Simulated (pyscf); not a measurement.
[HSi=PH]• (SMILES [SiH]=P) + H₂ (SMILES [H][H]) -> •H₂Si–PH₂ (SMILES [SiH2]P), an addition across a multiple bond or ene-type step (doublet surface; H–H broken, H–P, H–Si formed). Single points on ωB97X-D3(BJ)/def2-SVP structures (PySCF, gas phase). Energies in eV from the separated reactants.

Small-basis levels: PySCF, no dispersion term, spherical d functions. AM1 to PM7: differences of heats of formation from MOPAC. Open shells are spin-unrestricted. 

```json
[
 {"level": "BP86/6-31G*", "barrier": "1.55", "reaction energy": "-1.35"},
 {"level": "PBE/6-31G*", "barrier": "1.47", "reaction energy": "-1.41"},
 {"level": "B3LYP/STO-3G", "barrier": "1.56", "reaction energy": "-2.49"},
 {"level": "B3LYP/3-21G", "barrier": "1.56", "reaction energy": "-1.22"},
 {"level": "B3LYP/LANL2DZ", "barrier": "1.69", "reaction energy": "-1.29"},
 {"level": "B3LYP/6-31G*", "barrier": "1.52", "reaction energy": "-1.43"},
 {"level": "PBE/def2-SVP", "barrier": "1.35", "reaction energy": "-1.47"},
 {"level": "B3LYP/def2-SVP", "barrier": "1.41", "reaction energy": "-1.50"},
 {"level": "PM6", "barrier": "3.42", "reaction energy": "+0.89"},
 {"level": "ωB97M-D3(BJ)/def2-TZVP", "barrier": "1.41", "reaction energy": "-1.56"}
]
```

Against the last row the barrier runs from -0.06 (PBE/def2-SVP) to +2.01 eV (PM6). ωB97M-D3(BJ)/def2-TZVP has limits of its own. The same reactants have a lower exit, to H₂Si=PH + H• (barrier +0.95 eV at ωB97M-D3(BJ), against +1.41 eV here). [HSi=PH]• lies 0.23 eV over its isomer H₂Si=P• (electronic energy, ωB97M-D3(BJ)). •H₂Si–PH₂ lies 0.31 eV over its isomer H₃Si–PH• (electronic energy, ωB97M-D3(BJ)). This is the saddle that the search found; another between the same sides may lie lower.
